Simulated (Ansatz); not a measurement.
System: aziridine, C₂H₅N, net charge 0, singlet state. SMILES: C1NC1
Geometry from a B3LYP-D3(BJ)/def2-TZVP (Ansatz, a quantum-chemistry and plane-wave program) optimisation:
```xyz
8

C     -0.0266    -0.3964     0.7404
N     -0.0403     0.8719     0.0001
C     -0.0474    -0.3972    -0.7389
H      0.8868     1.2834    -0.0132
H     -0.9333    -0.6098     1.2927
H     -0.9693    -0.6112    -1.2653
H      0.8882    -0.7010     1.2359
H      0.8531    -0.7023    -1.2597
```

Computed values are from Ansatz. Correlated levels leave the core frozen unless marked. Open shells are spin-unrestricted. Spin-orbit coupling is left out. Non-relativistic. Basis-set limits of correlation are two-point, X^-3; Hartree-Fock from the larger set. [CCSD(T)-MP2]/basis is that difference in the basis named.

**Question.** What is the T1 diagnostic at CCSD/cc-pVTZ?

**Answer.** 0.009.

**Question.** What is the total energy at RI-MP2/CBS(cc-pVTZ,cc-pVQZ)+[CCSD(T)-MP2]/cc-pVTZ?

**Answer.** -133.7599 Eh.

**Question.** What is the dipole moment at CCSD(T)/aug-cc-pVDZ?

**Answer.** 1.69 D.

**Question.** What is the atomisation energy De at RI-MP2/CBS(cc-pVTZ,cc-pVQZ)+[CCSD(T)-MP2]/cc-pVTZ?

**Answer.** 3008.9 kJ/mol.
